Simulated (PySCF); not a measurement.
# [H···H···SiH2], singlet: reading a ladder of total energies

Geometry: a point of a hydrogen-transfer path between rigid fragments, not a stationary point.

| atom | x (Å) | y (Å) | z (Å) |
| --- | --- | --- | --- |
| H | -2.4273 | 0.0549 | 0.0000 |
| H | -1.4463 | 0.0549 | 0.0000 |
| Si | 0.0887 | 0.0549 | 0.0000 |
| H | 0.7009 | -0.8194 | 1.0900 |
| H | 0.7009 | -0.8194 | -1.0900 |

Basis 6-31G; PySCF 2.14.0. Only valence electrons are correlated (noble-gas cores frozen), which leaves 8 electrons in 16 orbitals. R marks a restricted (for open shells ROHF) determinant.

Full CI is exact within this basis and frozen core; it isn't the basis-set limit.

| level | total energy (hartree) |
| --- | --- |
| RHF | -291.021550 |
| RMP2 | -291.094562 |
| RCCSD | -291.128709 |
| RCCSD(T) | -291.130763 |
| RCCSDT | -291.131478 |
| RCCSDT(Q) | -291.131590 |
| full CI | -291.131629 |

Question: What is the correlation energy at full CI, and what share of it do RMP2 and RCCSD(T) recover?

Answer: E(corr) = -291.131629 − (-291.021550) = -0.110079 hartree = -2.995 eV. RMP2: -0.073012 / -0.110079 = 66.33 %. RCCSD(T): -0.109213 / -0.110079 = 99.21 %.

Question: By how many kcal/mol does RCCSD(T) miss full CI (1 hartree = 627.509 kcal/mol), and which steps make up the rest?

Answer: -291.130763 − (-291.131629) = 0.000866 hartree = 0.54 kcal/mol. Steps: RCCSDT − RCCSD(T) = -0.45, RCCSDT(Q) − RCCSDT = -0.07, full CI − RCCSDT(Q) = -0.02 kcal/mol. That is within 1 kcal/mol of the reference in this basis, which itself misses far more of the correlation at the basis-set limit.
